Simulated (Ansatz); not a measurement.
## HBeP⁺, doublet in 6-31G: errors against full CI

Geometry: that of the HBeP, singlet, kept fixed.

```xyz
3

P     0.0000    0.0000   -1.8068
Be    0.0000    0.0000    0.2345
H     0.0000    0.0000    1.5722
```

Basis 6-31G; Ansatz 0.2.0. Correlated methods freeze the noble-gas cores, which leaves 7 electrons in 18 orbitals. Prefix R: restricted or restricted open-shell reference; prefix U: unrestricted. Active spaces: valence = (7e, 9o) chosen from the atoms' valence shells.

Full CI is exact within this basis and frozen core; it isn't the basis-set limit. The frozen core follows each run's orbitals, which can shift R against U totals by a few meV.

For open shells CISD and CISDTQ are restricted-active-space CI with the open shells as a complete middle space.

- UHF ⟨S²⟩: 1.349
- T1 diagnostic (RCCSD): 0.0123
- largest doubles amplitude (RCCSD): 0.077

```csv
level,E − E(full CI) (meV),share of correlation (%),wall time
RHF,1732,0.00,–
RMP2,554,68.03,–
CISD,86,95.02,0.72 s
RCCSD,32,98.17,–
RCCSD(T),11,99.39,1.2 s
BCCD(T),11,99.38,1.1 s
RCCSDT,1,99.92,–
CISDTQ,2,99.91,2.5 s
RCCSDT(Q),0,99.97,2.7 s
RCCSDTQ,0,100.00,17 s
CASSCF (valence space),422,75.60,–
NEVPT2 (valence space),128,92.59,3 s
MRCISD (valence space),7,99.60,–
MRCISD+Q (valence space),2,99.86,4.2 s
```

The correlation energy at full CI, counted from RHF, is -1.732 eV. That run took 8 s on 1 thread of Arm Neoverse V1, shared host over 624,320 determinants.

Run but not shown, since their state, orbitals or frozen core can't be matched to the reference's or they repeat it: UHF, UMP2, UCCSD, UCCSD(T), UCCSDT, UCCSDT(Q), UCCSDTQ.

Times hold each run's SCF and search for its determinant on a shared host, so for small cases they say little of a method's own cost; they ran on 1 thread of Arm Neoverse V1. Some runs computed forces too.

The full-CI state has the irrep B1 of C2v, in the program's axes (one component, if the state is degenerate).

Natural occupations of full CI about the gap: 1.971 1.964 1.939 0.997 0.054 0.027 0.014 0.010 0.009 0.005; effectively unpaired electrons, Σ n²(2−n)², 1.04.
